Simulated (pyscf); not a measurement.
PySCF, gas phase, ωB97X-D3(BJ)/def2-SVP geometries. Correlated levels are frozen-core, on RHF or UHF. ΔMP2 is the change of the MP2 total energy from the triple- to the quadruple-zeta basis.

SMILES: CCBCl
```xyz
10

C     -1.5857     0.0405    -0.8716
C     -0.0901    -0.2683    -0.9389
B      0.9147     0.8293    -0.4585
Cl     0.3595     2.3843     0.1441
H     -1.8371     0.9230    -1.4806
H     -2.1928    -0.8039    -1.2336
H     -1.8992     0.2641     0.1603
H      0.1599    -1.1798    -0.3600
H      0.2214    -0.5312    -1.9695
H      2.1101     0.6602    -0.4797
```
Charge 0, spin multiplicity 1.

Task: What is the homolytic dissociation enthalpy (298 K, CCSD(T)/def2-TZVPP + ΔMP2(QZVPP)) of the B–C bond of H₃C–CH₂–BH–Cl, to •H₂C–CH₃ + [HB–Cl]•?

Result: B–C to •H₂C–CH₃ + [HB–Cl]•: 101.7 kcal/mol. The radicals are drawn with the spin at the cut bond; how far it spreads was not checked. H₃C–CH₂–BH–Cl lies 14.6 kcal/mol over its isomer H₃C–B(CH₃)–Cl, and others may lie lower still (electronic energy, ωB97M-D3(BJ)). Other isomers of •H₂C–CH₃ were not searched in full and may lie lower. The CCSD(T) − MP2 part came from Ansatz, without density fitting, on the same reference.
